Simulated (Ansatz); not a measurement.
Rock-salt BaS, treated with r²SCANh (plane waves, PAW; Ansatz, a first-principles code).

Run with plane-wave cutoff 520 eV, 8×8×8 k mesh, Fermi–Dirac smearing 0.01 eV, scalar-relativistic PAW data made under PBE.

Equation-of-state points:

| V (Å³/atom) | E − E_lowest (meV/atom) | P (GPa) |
|---|---|---|
| 31.395 | 13.33 | 2.652 |
| 31.890 | 6.47 | 1.796 |
| 33.047 | 0.00 | 0.051 |
| 33.873 | 2.53 | -1.007 |
| 34.699 | 10.16 | -1.931 |

### Question
Estimate the bulk modulus from the pressures at 31.890 and 33.873 Å³/atom, and compare it with a fit to all energies.

### Answer
B = −V dP/dV. Between V = 31.890 and 33.873 Å³/atom, dP/dV = (-1.007 − (1.796))/(33.873 − 31.890) = -1.41 GPa per Å³/atom; at the midpoint 32.882 Å³/atom this gives B ≈ 46.5 GPa. The third-order Birch–Murnaghan fit gives V0 = 33.084 Å³/atom, B0 = 45.0 GPa, B′ = 4.4, which lies 3 % below that estimate.

Measured, for comparison: equilibrium volume per atom 32.60 Å³/atom (room temperature, no zero-point or thermal correction; as tabulated in Lucero et al. (2012), arXiv:1111.4515). Computed (rounded) less measured: equilibrium volume per atom +1.5 %.

Spin–orbit coupling is not included.

The computed numbers hold no vibrational or temperature effects.
